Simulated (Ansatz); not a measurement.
# Al2F (quartet): wave-function methods side by side at a displaced geometry (v1), cc-pVDZ

Aim: climb from Hartree-Fock through coupled cluster for Al2F (quartet) at one geometry and basis, and see what each rung misses.

Program: Ansatz 0.2.0, Gaussian basis. Level of theory: cc-pVDZ, core rule «outside noble gas», up to 11 orbitals frozen. These are calculated values, not measurements.

Plan: UHF; CCSD(T) on ROHF; CCSD(T) on UHF; BCCD(T) on ROHF; CISD; CCSDT(Q) on ROHF; CCSDT(Q) on UHF.

32 further runs of the same task are left out: 11 for a known fault of the program, 9 that didn't finish, 12 set aside as unsound or not needed.

## 1. What is computed

The geometry is a PBE0/def2-TZVP stationary point (not a proven minimum) with its atoms shifted at random (size 0.040 Å).

3 atoms, charge 0, spin multiplicity 4.

Atoms are counted from 1 here; the program's logs count them from 0.

Bond lengths: Al1–Al2 2.349 Å, Al2–F3 1.691 Å. Angles: Al1–Al2–F3 177.1°.

## 2. UHF

File in.yaml:

```yaml
crystal:
  periodic: [false, false, false]
  atoms:
    - {symbol: Al, position_ang: [-0.015433, -0.009008, 2.129440]}
    - {symbol: Al, position_ang: [-0.016266, -0.025151, -0.219913]}
    - {symbol: F, position_ang: [0.031698, 0.034159, -1.909527]}
basis:
  gaussian: {orbitals: cc-pVDZ}
magnetization: {spin_polarized: true, initial_magnetization: 3}
hamiltonian: {xc: hf}
output: {orbitals: {seedname: orbitals}}
```

On the command line:

```console
ansatz run in.yaml --threads 1 --pin off --events-out ev --progress --plain --max-ram 2393MiB
```

The runs that follow: CCSD(T) on ROHF; CCSD(T) on UHF; BCCD(T) on ROHF; CISD; CCSDT(Q) on ROHF; CCSDT(Q) on UHF.

Before running them: what should the planned runs give, taken together? Wanted: UCCSDT(Q) below the RHF energy; RMP2 from UCCSDT(Q); UMP2 from UCCSDT(Q); RCCSD from UCCSDT(Q); RCCSD(T) from UCCSDT(Q); UCCSD(T) from UCCSDT(Q); RCCSDT(Q) from UCCSDT(Q); T1 diagnostic.

As calculated:

```
                         quantity                      value
   UCCSDT(Q) below the RHF energy                 -8.0175 eV
              RMP2 from UCCSDT(Q)            +17.12 kcal/mol
              UMP2 from UCCSDT(Q)            +17.30 kcal/mol
             RCCSD from UCCSDT(Q)             +6.14 kcal/mol
          RCCSD(T) from UCCSDT(Q)             +1.39 kcal/mol
          UCCSD(T) from UCCSDT(Q)             +1.39 kcal/mol
         RCCSDT(Q) from UCCSDT(Q)             +0.08 kcal/mol
levels within 1 kcal/mol (43 meV)  RCCSDT, UCCSDT, RCCSDT(Q)
                    T1 diagnostic                      0.030
```

In words: RCCSD(T) misses by +1.39 kcal/mol, 0.8 % of the correlation energy. These misses are within one basis, not against nature; the frozen cores of restricted and unrestricted runs differ, which can shift their rows.
